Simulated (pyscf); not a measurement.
GeH₃• + HF -> F–GeH₂• + H₂, a four-centre exchange (doublet surface; Ge–H, F–H broken, F–Ge, H–H formed). Structures and frequencies: ωB97X-D3(BJ)/def2-SVP in PySCF. Energies in kJ/mol from the separated reactants.

Small-basis levels: PySCF, no dispersion term, spherical d functions. AM1 to PM7: differences of heats of formation from MOPAC, which are fitted to 298 K values and so differ in kind from electronic energies by zero-point and thermal terms. GFN2-xTB: tblite. Open shells are spin-unrestricted. 

```tsv
level	barrier	reaction energy
HF/STO-3G	281.8	-23.9
MP2/6-31G*+LANL2DZ	150.3	-81.7
SVWN5/6-31G*+LANL2DZ	47.2	-61.4
BP86/6-31G*+LANL2DZ	93.2	-66.4
PBE/6-31G*+LANL2DZ	86.5	-65.8
B3LYP/STO-3G	92.1	-103.6
B3LYP/3-21G	38.2	-140.4
B3LYP/LANL2DZ	123.3	-55.3
B3LYP/6-31G*+LANL2DZ	113.8	-70.5
M06-2X/6-31G*+LANL2DZ	120.4	-67.2
GFN2-xTB	50.7	-122.3
PM7	155.3	-113.9
ωB97M-D3(BJ)/def2-TZVP	127.6	-37.2
```

Against the last row the barrier runs from -89.4 (B3LYP/3-21G) to +154.2 kJ/mol (HF/STO-3G). ωB97M-D3(BJ)/def2-TZVP has limits of its own. This is the saddle that the search found; another between the same sides may lie lower. In the def2 sets elements up to Kr have no core potential.
